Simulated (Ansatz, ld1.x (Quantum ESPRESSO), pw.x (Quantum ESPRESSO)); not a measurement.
iridium (Ir): one change to the TM potential, in the atom and in the bcc crystal

```
Element                 : Ir
Generator               : ld1.x (Quantum ESPRESSO) 7.5
Type                    : norm-conserving Troullier–Martins (Kleinman–Bylander form)
Functional              : PBEsol
Relativity              : scalar-relativistic
Frozen core             : [Xe] 4f14
Valence charge          : 9
Reference configuration : 5d7 6s2 6p0
Partial waves           : 6s (bound): rc 2.60 bohr; 6p (bound, empty): rc 3.20 bohr; 5d (bound): rc 2.40 bohr
Local potential         : all-electron potential smoothed inside 2.60 bohr (lloc = -2)
Core correction         : a·sin(br)/r model core, default radius (core density twice the valence density)
```

Change: core correction a·sin(br)/r model core inside 2.64 bohr.

Cutoffs, loose and tight: the cutoffs (Ry, on a coarse ladder) from which the occupation-weighted sum of valence levels, in a spherical-Bessel basis at the reference potential, stays within 10 and 1 mRy of its value at 400 Ry. They do not see the model core or the augmentation charge, which bear on the density cutoff. Test errors are all-electron minus pseudo excitation energies from the reference, over the configurations 5d7 6s1 6p0; 5d7 6s0 6p0; 5d6 6s0 6p0; 5d6 6s2 6p0; 5d8 6s0 6p0; 5d7 6s1 6p1; 5d7 6s0 6p2; variants that change the core or the reference have their own tests.

Crystal test: bcc Ir in pw.x 7.5, no spin, 15³ k-points, Fermi–Dirac smearing 0.01 Ry, cutoffs set for each file from its atomic test. The reference is all-electron LAPW (Ansatz 0.2.0) with the same functional, mesh and smearing; V0 and B0 come from Birch–Murnaghan fits to the pressures at five volumes. Errors are pseudo minus all-electron; Δ is the rms difference of the E(V) curves that follow from these fits, minima aligned, over ±6 % about the mean V0. Mesh and smearing are coarse, so the numbers serve the comparison and aren't converged zero-temperature values; the lattice is a test structure that the element need not adopt.

All-electron: a0 = 3.079 Å (V0 = 14.59 Å³/atom), B0 = 339.1 GPa.

Question: Does the change bring the crystal closer to the all-electron result?

Answer: The mean pressure error goes from +9.12 to +11.03 GPa, so the change moves the solid further from the all-electron pressures.

| quantity | base | changed |
| --- | --- | --- |
| outcome (atom) | generated | generated |
| cutoff, loose (atom) | 35 Ry | 35 Ry |
| cutoff, tight (atom) | 40 Ry | 40 Ry |
| bound ghosts (atom) | none | none |
| largest test error (meV) (atom) | -161 | -134 |
| cutoffs in pw.x (Ry) | 50/200 | 50/200 |
| a0 (Å) | 3.105 | 3.110 |
| a0 error (%) | +0.84 | +1.01 |
| B0 error (%) | -1.3 | -1.8 |
| Δ (meV/atom) | 27.5 | 33.1 |
| mean pressure error (GPa) | +9.12 | +11.03 |

Base: The largest radius (3.20 bohr) exceeds half the bond length (2.52 bohr), so the spheres overlap, which is one possible source of error among others. This is a poor potential for the solid. Changed file: The largest radius (3.20 bohr) exceeds half the bond length (2.52 bohr), so the spheres overlap, which is one possible source of error among others. This is a poor potential for the solid. The atomic cutoffs weigh occupied waves only.
